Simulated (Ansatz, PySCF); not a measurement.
Reaction: C2H4 (ethene, SMILES C=C) → C2H4+ (parent SMILES C=C, doublet) + e-
Each species at its own B3LYP-D3(BJ)/def2-TZVP minimum (Ansatz, an electronic-structure program).

Wanted: adiabatic ionisation energy (0 K, zero-point energies from PySCF's Hessians at B3LYP-D3(BJ)/def2-TZVP), in eV. Radicals and triplets start from unrestricted determinants; spin-orbit coupling is neglected. CBS(X,Y): correlation extrapolated as X^-3, Hartree-Fock from the larger set (Q,5: extrapolated as (X+1)exp(-9√X)). A bracket is a step between two methods taken in the basis named. Functionals run without relativity, which enters their misses. '+ core + X2C': CCSD(T) terms for core correlation (cc-pwCVTZ) and scalar relativity (cc-pVTZ-DK).

Measured: 10.51 eV (CCCBDB table in ASE).

### Question
How far off this value is PBE/def2-TZVPD (Ansatz), in which direction, and which of these levels come nearer: PBE0/def2-TZVPD, wB97M-V/def2-TZVPD, CCSD(T)/CBS(cc-pVQZ,cc-pV5Z) + core + X2C?

### Answer
PBE gives 10.28 eV, 0.23 eV below it. Errors of the others: PBE0/def2-TZVPD (Ansatz) -0.30; wB97M-V/def2-TZVPD (Ansatz) -0.27; CCSD(T)/CBS(cc-pVQZ,cc-pV5Z) + core + X2C (Ansatz) 0.01; CCSD(T)/CBS(cc-pVQZ,cc-pV5Z) + [CCSDT(Q) - CCSD(T)]/cc-pVTZ + core + X2C (Ansatz) 0.00 eV. Nearer than PBE: CCSD(T)/CBS(cc-pVQZ,cc-pV5Z) + core + X2C, CCSD(T)/CBS(cc-pVQZ,cc-pV5Z) + [CCSDT(Q) - CCSD(T)]/cc-pVTZ + core + X2C.
